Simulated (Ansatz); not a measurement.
We consider fcc Pt, described by PBE (Ansatz, a quantum-chemistry and plane-wave program, PAW).

Numerical settings: plane-wave cutoff 520 eV, 18×18×18 k mesh, Fermi–Dirac smearing 0.1 eV, perturbation theory, force constants from a 6×6×6 q mesh, scalar-relativistic PAW data made under PBE.

Problem. Predict the zero-point energy.

Solution. 
- zero-point energy: 0.021 eV/atom

Spin–orbit coupling is not included.
